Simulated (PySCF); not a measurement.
C₆H₈ (charge +1 and doublet state).
Numbering: `[CH:1]1[CH+:2][CH2:3][CH:4]=[CH:5][CH2:6]1` (hydrogens: H7 on C1; H8 on C2; H9, H10 on C3; H11 on C4; H12 on C5; H13, H14 on C6)

Method: PBE0-D3(BJ)/def2-SVP geometry optimisation, gas phase (PySCF).

Task: What internal coordinates does the optimisation give?

Result: 
```tsv
bond	length (Å)	order
C1–C2, C4=C5	1.367	single/double
C1–C6 and 3 like bonds	1.469	single
C1–H7 and 3 like bonds	1.094	single
C3–H9 and 3 like bonds	1.119	single
```

Bonds in one row agree within 0.01 Å and their mean is given. Orders are formal, as drawn. A selection of angles:
```tsv
angle	degrees
C2–C1–C6	121.3
C2–C1–H7	120.3
C6–C1–H7	118.4
C2–C3–C4	117.5
C2–C3–H9	109.9
H9–C3–H10	97.8
```

Dihedral angles: C6–C1–C2–C3 0° (synperiplanar); C1–C2–C3–C4 0° (synperiplanar); C2–C3–C4–C5 0° (synperiplanar); C3–C4–C5–C6 0° (synperiplanar); C4–C5–C6–C1 0° (synperiplanar); C2–C1–C6–C5 0° (synperiplanar).

C1 (carbon bonded to 2 C and H) is planar (angles 121.3°, 120.3° and 118.4°, sum 360.0°, 0.00 Å off the plane of its three neighbours). The C–C distances run from 1.367 Å (C1–C2, drawn single) to 1.469 Å (C1–C6, drawn single), a spread of 0.102 Å. The 6 heavy atoms lie in one plane (0.000 Å rms). The 6-membered ring C1–C2–C3–C4–C5–C6 has internal angles of 117.5° to 121.3° (sum 720°, against 720° for a flat polygon); it is planar, 0.00 Å rms from its mean plane, widest ring torsion 0°.

Point group: D2h (every atom within 0.08 Å of its image). PBE0-D3(BJ)/def2-SVP frequencies: not computed here. ⟨S²⟩ = 0.752 (exact for a doublet: 0.75).

The run took 42 s of wall time on one thread, x86-64 server (shared host). That covers the optimisation of the geometry.
